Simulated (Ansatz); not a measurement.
# BSiH₂+ (triplet): wave-function methods side by side, cc-pVTZ

Aim: climb from Hartree-Fock through coupled cluster and multireference methods for BSiH₂+ (triplet) at one geometry and basis, and see what each rung misses.

Computed with Ansatz 0.2.0, Gaussian basis. Level: cc-pVTZ, core rule «outside noble gas», up to 6 orbitals frozen.

The runs, in order: UHF; CCSD(T) on ROHF; CCSD(T) on UHF; BCCD(T) on ROHF; CCSDT(Q) on ROHF; CCSDT(Q) on UHF; CASSCF and MRCISD+Q, 8 electrons in 10 orbitals; CASSCF and NEVPT4(SD), 8 electrons in 10 orbitals; CASSCF and NEVPT2, 8 electrons in 10 orbitals.

7 further runs of the same task are left out: 2 for a known fault of the program, 5 set aside as unsound or not needed.

## Step 1: The geometry

The geometry is a PBE0/def2-TZVP stationary point (not a proven minimum) of the parent state, kept for this charge and spin.

4 atoms, charge 1, spin multiplicity 3.

Atoms are counted from 1 here; the program's logs count them from 0.

Bond lengths: Si1–B2 1.871 Å, Si1–H3 1.488 Å, Si1–H4 1.488 Å. Angles: B2–Si1–H3 125.4°, B2–Si1–H4 125.4°, H3–Si1–H4 109.2°.

Coordinates:

| atom | x (Å) | y (Å) | z (Å) |
| --- | --- | --- | --- |
| Si1 | 0.0000 | 0.0000 | 0.4518 |
| B2 | 0.0000 | 0.0000 | -1.4188 |
| H3 | 0.0000 | 1.2127 | 1.3144 |
| H4 | 0.0000 | -1.2127 | 1.3144 |

## Step 2: UHF

Input file in.yaml:

```yaml
crystal:
  periodic: [false, false, false]
  atoms:
    - {symbol: Si, position_ang: [0.000000, 0.000000, 0.451790]}
    - {symbol: B, position_ang: [0.000000, 0.000000, -1.418773]}
    - {symbol: H, position_ang: [0.000000, 1.212692, 1.314369]}
    - {symbol: H, position_ang: [0.000000, -1.212692, 1.314369]}
basis:
  gaussian: {orbitals: cc-pVTZ}
total_charge: 1
magnetization: {spin_polarized: true, initial_magnetization: 2}
hamiltonian: {xc: hf}
output: {orbitals: {seedname: orbitals}}
```

Command:

```sh
$ ansatz run in.yaml --threads 1 --pin off --events-out ev --progress --plain --max-ram 4096MiB --backend cpu
```

The runs that follow: CCSD(T) on ROHF; CCSD(T) on UHF; BCCD(T) on ROHF; CCSDT(Q) on ROHF; CCSDT(Q) on UHF; CASSCF and MRCISD+Q, 8 electrons in 10 orbitals; CASSCF and NEVPT4(SD), 8 electrons in 10 orbitals; CASSCF and NEVPT2, 8 electrons in 10 orbitals.

Q: Predict the results of all the runs planned. Wanted: UCCSDT(Q) below the RHF energy; RMP2 from UCCSDT(Q); UMP2 from UCCSDT(Q); RCCSD from UCCSDT(Q); RCCSD(T) from UCCSDT(Q); UCCSD(T) from UCCSDT(Q); RCCSDT(Q) from UCCSDT(Q); NEVPT2 valence from UCCSDT(Q); NEVPT4(SD) valence from UCCSDT(Q).

The runs gave:

```
                         quantity                      value
   UCCSDT(Q) below the RHF energy                 -4.8023 eV
              RMP2 from UCCSDT(Q)                +1100.2 meV
              UMP2 from UCCSDT(Q)                +1100.0 meV
             RCCSD from UCCSDT(Q)                 +208.9 meV
          RCCSD(T) from UCCSDT(Q)                  +48.1 meV
          UCCSD(T) from UCCSDT(Q)                  +47.6 meV
         RCCSDT(Q) from UCCSDT(Q)                   +0.9 meV
    NEVPT2 valence from UCCSDT(Q)                 +819.7 meV
NEVPT4(SD) valence from UCCSDT(Q)                 +164.6 meV
  MRCISD+Q valence from UCCSDT(Q)                  +58.6 meV
levels within 1 kcal/mol (43 meV)  RCCSDT, UCCSDT, RCCSDT(Q)
                    T1 diagnostic                      0.030
   effectively unpaired electrons                       2.03
```

**Reading.** RCCSD(T) misses by +48.1 meV, 1.0 % of the correlation energy. One determinant dominates. Of the multireference levels listed MRCISD+Q valence comes nearest in total energy (+58.6 meV), which doesn't show that its space is the better one. These misses are within one basis, not against nature; the frozen cores of restricted and unrestricted runs differ, which can shift their rows.
